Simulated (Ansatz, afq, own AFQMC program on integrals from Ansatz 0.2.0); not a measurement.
# BGeH$_{2}$, doublet: AFQMC among the cluster methods

```xyz
4

Ge    0.0000    0.0000   -0.1695
B     0.0000    0.0000    1.3135
H     0.0000    1.3134   -0.9353
H     0.0000   -1.3134   -0.9353
```

Connectivity, by distances: GeH2–B.

Basis cc-pVDZ. Only valence electrons are correlated. Ansatz 0.2.0 and our own AFQMC program on the same integrals; the CISD trial comes from CCSD amplitudes, and released means the phaseless constraint is let go. Error bars are statistical, one sigma. No spin–orbit coupling.

Determinant: UHF, the one that the program's search chose, which needn't be the lowest solution. The geometry is a point of a scan.

No full CI on the walks' own integrals is used here; CCSDT(Q) serves as the reference and is uncertain by about the last step of the cluster series.

Cautions: no relativity below Rb; no spin-orbit coupling; inner d shell frozen; unrestricted determinant slightly spin contaminated (⟨S²⟩ 0.82 against 0.75).

- T1 diagnostic: 0.0303
- weight of the determinant in the CISD state: 0.874
- ⟨S²⟩ of the determinant: 0.817
- size of the correlated space: 9 electrons in 36 orbitals

```tsv
level	correlation energy (eV)
MP2	-3.6963
CCSD	-4.6338
CCSD(T)	-4.7961
```

(1) Estimate where phaseless AFQMC with a CISD trial lies against CCSD(T) on the same integrals.

(1) 0.61 ± 0.21 kcal/mol below CCSD(T).

Reference: CCSDT(Q), correlation energy -4.841 eV. The released energy is read at 2.40 1/Eh (meV from the phaseless value at times in 1/Eh: 0 ± 10 at 0.24, 0 ± 11 at 0.51, -5 ± 11 at 0.99, -9 ± 8 at 1.62, -6 ± 11 at 2.40).

```tsv
level	E − E(reference) (kcal/mol)	share of correlation (%)
CCSD(T)	1.04	99.07
CCSDT	0.21	99.82
ph-AFQMC/CISD	0.43 ± 0.21	99.61
released AFQMC	0.29 ± 0.25	99.74
```

A walk keeps the symmetry of its determinant, which the program's search chose and which needn't be the lowest solution, so a lower state of the same spin and another symmetry isn't excluded. Released energies are given only where the last usable release times agree within the noise; a slower fall can still hide under it.
